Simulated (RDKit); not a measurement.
**MMFF94 run of [C4H9]+ (SMILES C[C+](C)C)**

Wanted: a structure relaxation of [C4H9]+. The job is set up through a Python script.

The calculation is run with RDKit 2026.09.1.

1 further run of the same task is left out (set aside as unsound or not needed).

## 1. Starting point

The species is [C4H9]+ (13 atoms), meant as a singlet with charge +1. SMILES: `C[C+](C)C`. The coordinates come from a PBE0-D4/def2-TZVP relaxation. The run starts from this shape.

Bond lengths: C1–C2 1.450 Å, C2–C3 1.451 Å, C2–C4 1.453 Å, C1–H5 1.089 Å, C1–H6 1.093 Å, C1–H7 1.109 Å, C3–H8 1.108 Å, C3–H9 1.088 Å, C3–H10 1.093 Å, C4–H11 1.087 Å, C4–H12 1.105 Å, C4–H13 1.096 Å. Some angles: C1–C2–C3 119.9°, C1–C2–C4 119.7°, C3–C2–C4 120.3°, C2–C1–H5 114.5°, C2–C1–H6 112.6°, C2–C1–H7 103.6°, C2–C3–H8 104.5°, C2–C3–H9 114.3°, C2–C3–H10 112.1°, C2–C4–H11 114.7°.

## 2. A geometry optimisation at MMFF94

Contents of mol.xyz:

```xyz
13

C     -0.620500     1.253000    -0.371000
C      0.017500     0.002700    -0.005700
C      0.912200    -0.047500     1.135800
C     -0.260900    -1.198800    -0.773400
H     -1.475700     1.146000    -1.036200
H     -0.828900     1.887100     0.494400
H      0.169900     1.795500    -0.928200
H      0.333400    -0.574100     1.919900
H      1.194100     0.927700     1.528100
H      1.773800    -0.696100     0.955500
H      0.404900    -2.033600    -0.568700
H     -1.294200    -1.486800    -0.506500
H     -0.325800    -0.975100    -1.844100
```

Contents of job.py:

```python
# MMFF94 minimise with RDKit
import json
import numpy as np
from rdkit import Chem
from rdkit.Chem import AllChem
from rdkit.Chem import rdDetermineBonds

mol = Chem.MolFromXYZFile("mol.xyz")
rdDetermineBonds.DetermineBonds(mol, charge=1)
print("perceived SMILES:", Chem.MolToSmiles(Chem.RemoveHs(mol)))
symbols = [a.GetSymbol() for a in mol.GetAtoms()]
start = mol.GetConformer().GetPositions().copy()

props = AllChem.MMFFGetMoleculeProperties(mol, mmffVariant="MMFF94")
ff = AllChem.MMFFGetMoleculeForceField(mol, props)
e0 = ff.CalcEnergy()
print(f"start   E = {e0:.5f} kcal/mol")
path, flag, n = [], 1, 0
while flag and n < 2000:
    flag = ff.Minimize(maxIts=20, forceTol=0.0001)
    n += 20
    path.append((n, ff.CalcEnergy(), mol.GetConformer().GetPositions().tolist()))
    print(f"{n:5d}   E = {path[-1][1]:.5f} kcal/mol")
print("converged" if flag == 0 else "iteration limit reached")
final = mol.GetConformer().GetPositions()
for a, p in zip(symbols, final):
    print(f"{a:<2} {p[0]:11.5f} {p[1]:11.5f} {p[2]:11.5f}")
print(f"energy gained {e0 - path[-1][1]:.4f} kcal/mol")
json.dump(dict(symbols=symbols, start=start.tolist(), start_energy=e0, energy=path[-1][1], final=final.tolist(), path=path, success=flag == 0), open("results.json", "w"))
```

Started as:

```console
$ python job.py
```

What values should one expect? Wanted: steric energy.

Computed results:

At MMFF94:

| quantity | value |
| --- | --- |
| steric energy (arbitrary zero) | 0.00377 Eh |

At the final geometry: Bond lengths: C1–C2 1.493 Å, C2–C3 1.493 Å, C2–C4 1.493 Å, C1–H5 1.094 Å, C1–H6 1.094 Å, C1–H7 1.094 Å, C3–H8 1.094 Å, C3–H9 1.094 Å, C3–H10 1.094 Å, C4–H11 1.094 Å, C4–H12 1.094 Å, C4–H13 1.094 Å. Some angles: C1–C2–C3 118.7°, C1–C2–C4 118.7°, C3–C2–C4 118.7°, C2–C1–H5 110.8°, C2–C1–H6 110.4°, C2–C1–H7 110.8°, C2–C3–H8 110.4°, C2–C3–H9 110.8°, C2–C3–H10 110.8°, C2–C4–H11 110.8°. The optimisation took 260 steps and changed the energy by -0.270 eV.
